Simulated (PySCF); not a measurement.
**C₄H₄FN: fields and orbitals**

For C₄H₄FN, the scripts below analyse its density (charges, bond critical points, surface potential), measure its response to a uniform field and see where an electron leaves and enters.

Method: levels as typed in each script, gas phase, geometry from GFN2-xTB; program: PySCF 2.14.0.

## (1) Starting geometry

SMILES `C/C(F)=C/C#N`, 10 atoms, charge 0, spin multiplicity 1.

Bond lengths: C1–C2 1.484 Å, C1–H7 1.085 Å, C1–H8 1.090 Å, C1–H9 1.090 Å, C2–F3 1.344 Å, C2–C4 1.335 Å, C4–C5 1.407 Å, C4–H10 1.079 Å, C5–N6 1.146 Å. Angles: C2–C1–H7 111.0°, C2–C1–H8 109.6°, C2–C1–H9 109.6°, H7–C1–H8 109.6°, H7–C1–H9 109.6°, H8–C1–H9 107.4°, C1–C2–F3 113.1°, C1–C2–C4 127.0°, F3–C2–C4 120.0°, C2–C4–C5 123.7°, C2–C4–H10 120.1°, C5–C4–H10 116.2°, C4–C5–N6 178.8°.

Geometry (Å):

```xyz
10
C4H4FN
C     2.1768   -0.4695    0.0000
C     0.7648   -0.0123   -0.0001
F     0.6442    1.3259    0.0000
C    -0.3275   -0.7799    0.0001
C    -1.6398   -0.2720    0.0000
N    -2.7173    0.1187    0.0000
H     2.2346   -1.5530   -0.0007
H     2.6881   -0.0771    0.8792
H     2.6884   -0.0760   -0.8786
H    -0.2334   -1.8551    0.0001
```

## (2) Density, bond paths and surface potential (TPSS/6-311g**)

File input.py:

```python
import numpy as np
from pyscf import gto, scf, dft
from pyscf.scf import atom_ks, atom_hf
from scipy.linalg import block_diag

def solve(mol, dm0=None, hcore=None):
    mf = (dft.UKS if mol.spin else dft.RKS)(mol, xc='tpss')
    mf.grids.level = 3
    mf = mf.density_fit(auxbasis='def2-universal-jkfit')
    mf.conv_tol, mf.max_cycle = 1e-8, 80
    if hcore is not None:
        mf.get_hcore = lambda *args: hcore
    mf.kernel(dm0)
    if not mf.converged:
        mf = mf.newton().run(mf.mo_coeff, mf.mo_occ, max_cycle=30)
    assert mf.converged, 'SCF not converged'
    return mf

mol = gto.M(atom='''
C      2.17676    -0.46954    -0.00003
C      0.76477    -0.01233    -0.00009
F      0.64423     1.32587     0.00004
C     -0.32749    -0.77993     0.00009
C     -1.63980    -0.27202     0.00000
N     -2.71733     0.11874    -0.00004
H      2.23458    -1.55295    -0.00069
H      2.68815    -0.07707     0.87924
H      2.68841    -0.07602    -0.87858
H     -0.23340    -1.85508     0.00010
''', basis='6-311g**', charge=0, spin=0, verbose=4)
mf = solve(mol)
mf.analyze()
# spherically averaged free atoms, for the promolecule
atm = atom_ks.get_atm_nrks(mol, xc='tpss')
pro = block_diag(*[(atm[a[0]][2] * atm[a[0]][3]) @ atm[a[0]][2].T for a in mol._atom])
np.savez('result.npz', e=mf.e_tot, c=mf.mo_coeff, occ=mf.mo_occ, eps=mf.mo_energy, pro=pro, dip=mf.dip_moment(verbose=0), s2=mf.spin_square()[0])
```

The run is started by

```bash
OMP_NUM_THREADS=1 python input.py
```

## (4) Response to an electric field (TPSSh/aug-cc-pvdz)

Edit input.py of step 2 so:

```diff
@@ -6,3 +6,3 @@
 def solve(mol, dm0=None, hcore=None):
-    mf = (dft.UKS if mol.spin else dft.RKS)(mol, xc='tpss')
+    mf = (dft.UKS if mol.spin else dft.RKS)(mol, xc='tpssh')
     mf.grids.level = 3
@@ -29,8 +29,14 @@
 H     -0.23340    -1.85508     0.00010
-''', basis='6-311g**', charge=0, spin=0, verbose=4)
+''', basis='aug-cc-pvdz', charge=0, spin=0, verbose=4)
+field = np.array([0.0, 0.002, 0.0])  # atomic units
+mol.set_common_orig(mol.atom_charges() @ mol.atom_coords() / mol.atom_charges().sum())
 mf = solve(mol)
-mf.analyze()
+out = dict(dm0=mf.make_rdm1(), d0=mf.dip_moment(unit='AU'), e0=mf.e_tot)
+for name, sign in (('p', 1), ('m', -1)):
+    h = mf.get_hcore() + sign * np.einsum('x,xij->ij', field, mol.intor('int1e_r'))
+    mi = solve(mol, mf.make_rdm1(), h)
+    out.update({'dm' + name: mi.make_rdm1(), 'd' + name: mi.dip_moment(unit='AU'), 'e' + name: mi.e_tot})
 # spherically averaged free atoms, for the promolecule
-atm = atom_ks.get_atm_nrks(mol, xc='tpss')
+atm = atom_ks.get_atm_nrks(mol, xc='tpssh')
 pro = block_diag(*[(atm[a[0]][2] * atm[a[0]][3]) @ atm[a[0]][2].T for a in mol._atom])
-np.savez('result.npz', e=mf.e_tot, c=mf.mo_coeff, occ=mf.mo_occ, eps=mf.mo_energy, pro=pro, dip=mf.dip_moment(verbose=0), s2=mf.spin_square()[0])
+np.savez('result.npz', pro=pro, **out)
```

## (6) Removing and adding an electron (TPSSh/def2-svpd)

Edit input.py of step 4 so:

```diff
@@ -29,11 +29,14 @@
 H     -0.23340    -1.85508     0.00010
-''', basis='aug-cc-pvdz', charge=0, spin=0, verbose=4)
-field = np.array([0.0, 0.002, 0.0])  # atomic units
-mol.set_common_orig(mol.atom_charges() @ mol.atom_coords() / mol.atom_charges().sum())
+''', basis='def2-svpd', charge=0, spin=0, verbose=4)
 mf = solve(mol)
-out = dict(dm0=mf.make_rdm1(), d0=mf.dip_moment(unit='AU'), e0=mf.e_tot)
-for name, sign in (('p', 1), ('m', -1)):
-    h = mf.get_hcore() + sign * np.einsum('x,xij->ij', field, mol.intor('int1e_r'))
-    mi = solve(mol, mf.make_rdm1(), h)
-    out.update({'dm' + name: mi.make_rdm1(), 'd' + name: mi.dip_moment(unit='AU'), 'e' + name: mi.e_tot})
+out = dict(e0=mf.e_tot, dm0=mf.make_rdm1(), c=mf.mo_coeff, occ=mf.mo_occ, eps=mf.mo_energy)
+for name, dq, spin in [('cation', 1, 1), ('anion', -1, 1)]:
+    ion = mol.copy().set(charge=mol.charge + dq, spin=spin).build()
+    mi = solve(ion)
+    if spin and dq > 0 and mol.nao < 130:
+        c, _, stable, _ = mi.stability(return_status=True)
+        if not stable:
+            mi = solve(ion, mi.make_rdm1(c, mi.mo_occ))
+    print(name, 'vertical energy change / eV', (mi.e_tot - mf.e_tot) * 27.211386)
+    out.update({'e_' + name: mi.e_tot, 'dm_' + name: mi.make_rdm1(), 's2_' + name: mi.spin_square()[0], 'eps_' + name: mi.mo_energy, 'occ_' + name: mi.mo_occ})
 # spherically averaged free atoms, for the promolecule
```

(Steps that only read results are left out.)

What does the calculation give? Wanted: dipole moment; HOMO, LUMO; polarisability along the field; vertical ionisation energy.

**Answer**, as computed:

```
                                          quantity            value
                     dipole moment (TPSS/6-311g**)           5.29 D
                        HOMO, LUMO (TPSS/6-311g**)  -6.69, -1.99 eV
polarisability along the field (TPSSh/aug-cc-pvdz)       47.8 bohr³
      vertical ionisation energy (TPSSh/def2-svpd)          9.99 eV
```

At TPSS/6-311g**: The highest Hirshfeld charge is on C2 (+0.12 e), the lowest on N6 (−0.21 e). The ionisation energy from two SCF runs, 9.99 eV, lies 2.7 eV above −ε(HOMO) = 7.32 eV of the same level, TPSSh/def2-svpd, since self-interaction lifts this functional's HOMO. All values hold at the given geometry, in the gas phase.
